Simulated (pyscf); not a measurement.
H₂P–GaH₂ + hydrogen (H₂) -> H₂P–GaH₂ + hydrogen (H₂) (four-centre exchange; singlet surface; H–P, H–H broken, H–P, H–H formed). Optimised with ωB97X-D3(BJ)/def2-SVP in PySCF. Energies in kcal/mol from the separated reactants.

```csv
level,barrier,reaction energy
ωB97X-D3(BJ)/def2-TZVP,98.1,0.0
r²SCAN/def2-TZVP,90.4,0.0
B3LYP-D3(BJ)/def2-TZVP,92.8,0.0
PBE0-D3(BJ)/def2-TZVP,90.2,0.0
M06-2X/def2-TZVP,(withheld),0.0
HF/def2-TZVP,(withheld),0.0
```

Q: What belongs in the gaps?

A: 
- M06-2X/def2-TZVP, barrier: 97.4
- HF/def2-TZVP, barrier: 124.8

The functionals in the table span 7.8 kcal/mol in this barrier, from PBE0-D3(BJ) to ωB97X-D3(BJ)/def2-TZVP. The same reactants have a lower exit, to PH₃ + GaH₃ (barrier +30.6 kcal/mol at ωB97M-D3(BJ)/def2-TZVP, against +94.5 kcal/mol here). Another saddle between the same species, by other bonds, lies lower (28.6 kcal/mol against 94.5 kcal/mol at ωB97M-D3(BJ)/def2-TZVP). Elements up to Kr have no core potential and no relativistic terms here.
